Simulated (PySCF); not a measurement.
**How the functional moves excitation energies**

Difluorodisulfane, S₂F₂.
Z-matrix (Å and degrees, PBE0-D3(BJ)/def2-SVP geometry), rows numbered from 1:
```
F 
S   1  1.6483
S   2  1.9223  1  107.59
F   3  1.6483  2  107.65  1   -88.92
```

Linear-response calculations in the def2-SVPD basis (PySCF; singlets by full response, triplets Tamm–Dancoff, core orbitals frozen in the response; HF means time-dependent Hartree–Fock). 'Strongest' is the level of largest summed f among the singlets computed (10 roots, of which the last may lack a degenerate partner); it can jump between rows when another state enters that window. S1 is the lowest singlet of each run and needn't be the same state throughout; f(S1) is that of one state. Isolated species at its PBE0-D3(BJ)/def2-SVP geometry, gas phase.

```csv
functional,kind,S1 (eV),f(S1),strongest (eV),T1 (eV),HOMO (eV),gap (eV),"ionisation energy, ΔSCF (eV)"
LDA,LDA,4.74,0.000,6.37,3.95,-7.52,4.30,10.98
PBE,GGA,4.77,0.000,6.38,3.87,-7.36,4.36,10.77
B3LYP,"global hybrid, 20% exact exchange",4.88,0.000,6.88,3.98,-8.45,6.17,11.06
PBE0,"global hybrid, 25% exact exchange",4.93,0.000,7.00,3.96,-8.71,6.65,11.08
BHandHLYP,"global hybrid, 50% exact exchange",5.05,0.000,7.54,4.05,-9.93,8.94,11.23
CAM-B3LYP,range-separated hybrid,4.89,0.000,7.17,3.97,-10.05,9.13,11.19
LC-wPBE,range-separated hybrid,4.90,0.000,7.40,3.93,-11.41,11.64,11.30
HF,Hartree–Fock,5.35,0.001,8.58,4.07,-11.85,13.38,not settled
```

Q: What does wB97X-D (range-separated hybrid) give?

A: S1 (eV) 4.92, f(S1) 0.000, strongest (eV) 7.16, T1 (eV) 4.07, HOMO (eV) -10.58, gap (eV) 10.31, ionisation energy, ΔSCF (eV) 11.19. S1 runs from 4.74 eV (LDA) to 5.35 eV (HF), a spread of 0.61 eV, while the orbital gap spreads over 9.1 eV. Along PBE (0%), B3LYP (20%), PBE0 (25%), BHandHLYP (50%), HF (100%) S1 rises with the share of exact exchange. −ε(HOMO) comes closest to its own ΔSCF ionisation energy with LC-wPBE (+0.11 eV) and misses most with LDA (-3.46 eV). 'Not settled' means that the ion's SCF failed to converge or may have ended in another state than the lowest.
